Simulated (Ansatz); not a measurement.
# NH3O (triplet): from Hartree-Fock to the top rungs at distance O1–H3 along a hydrogen transfer = 0.892 Å, cc-pVDZ

An exercise on one series of results from a longer session: the logs are not shown, and one member is left open.

Computed with Ansatz 0.2.0, Gaussian basis. Level: cc-pVDZ, core rule «outside noble gas», up to 2 orbitals frozen.

Plan: UHF; CCSD(T) on ROHF; CCSD(T) on UHF; BCCD(T) on ROHF; CISD; CCSDT(Q) on ROHF; CCSDT(Q) on UHF; CASSCF and MRCISD+Q, 4 electrons in 4 orbitals; CASSCF and NEVPT2, 4 electrons in 4 orbitals; CASSCF and NEVPT2, 14 electrons in 11 orbitals.

10 further runs of the same task are left out: 9 that didn't finish, 1 set aside as unsound or not needed.

**What is computed**

The geometry derives from fragments relaxed apart (PBE0/def2-TZVP) and kept rigid, so it is no stationary point. A hydrogen atom is moved between rigid fragments.

5 atoms, charge 0, spin multiplicity 3.

Atoms are counted from 1 here; the program's logs count them from 0.

Bond lengths: O1–H2 0.960 Å, O1–H3 0.892 Å, N4–H5 1.040 Å. Angles: H2–O1–H3 105.1°.

As a file:

```
O    -1.1929    0.0024    0.0000
H    -1.4422    0.9289    0.0000
H    -0.3009    0.0024    0.0000
N     1.3701    0.0024    0.0000
H     1.6392   -1.0019    0.0000
```

Set-up of the first run:

in.yaml

```yaml
crystal:
  periodic: [false, false, false]
  atoms:
    - {symbol: O, position_ang: [-1.192904, 0.002370, 0.000000]}
    - {symbol: H, position_ang: [-1.442214, 0.928945, 0.000000]}
    - {symbol: H, position_ang: [-0.300904, 0.002370, 0.000000]}
    - {symbol: N, position_ang: [1.370096, 0.002370, 0.000000]}
    - {symbol: H, position_ang: [1.639177, -1.001857, 0.000000]}
basis:
  gaussian: {orbitals: cc-pVDZ}
magnetization: {spin_polarized: true, initial_magnetization: 2}
hamiltonian: {xc: hf}
output: {orbitals: {seedname: orbitals}}
```

Command:

```console
$ ansatz run in.yaml --threads 1 --pin off --events-out ev --progress --plain --max-ram 2393MiB
```

Steps of the session up to this table: UHF; CCSD(T) on ROHF; CCSD(T) on UHF; BCCD(T) on ROHF; CISD; CCSDT(Q) on ROHF; CCSDT(Q) on UHF; CASSCF and MRCISD+Q, 4 electrons in 4 orbitals; CASSCF and NEVPT2, 4 electrons in 4 orbitals; CASSCF and NEVPT2, 14 electrons in 11 orbitals.

One table of the session follows, with a row left open; its other results are not shown here.

It belongs to the step «Misses and costs». 

```
        method  from UCCSDT(Q) (meV)
          ROHF                     ?
           UHF               +9318.1
          RMP2                +949.8
          UMP2                +946.7
          CISD                +830.4
         RCCSD                +168.2
         UCCSD                +164.8
      RCCSD(T)                 +30.4
      UCCSD(T)                 +28.9
       BCCD(T)                 +30.2
        RCCSDT                 +17.0
        UCCSDT                 +15.7
     RCCSDT(Q)                  +1.4
     UCCSDT(Q)                     0
   CASSCF pair               +8883.2
   NEVPT2 pair                +875.0
CASSCF valence               +7434.6
NEVPT2 valence               +1220.4
```

Estimate the missing values for ROHF.

The run gave: from UCCSDT(Q) (meV): +9514.5. In the column «from UCCSDT(Q) (meV)» it is the highest.

Not comparable, so not listed: CASSCF and MRCISD+Q, 4 electrons in 4 orbitals (they don't share determinant, frozen orbitals or solution with the rows shown, or repeat one).

Caveats from the session: Restricted and unrestricted rows rest on different reference determinants; where their highest levels disagree by more than a few hundredths of an eV, they describe different states and don't form one ladder. Warnings in the runs' records: passed over end.
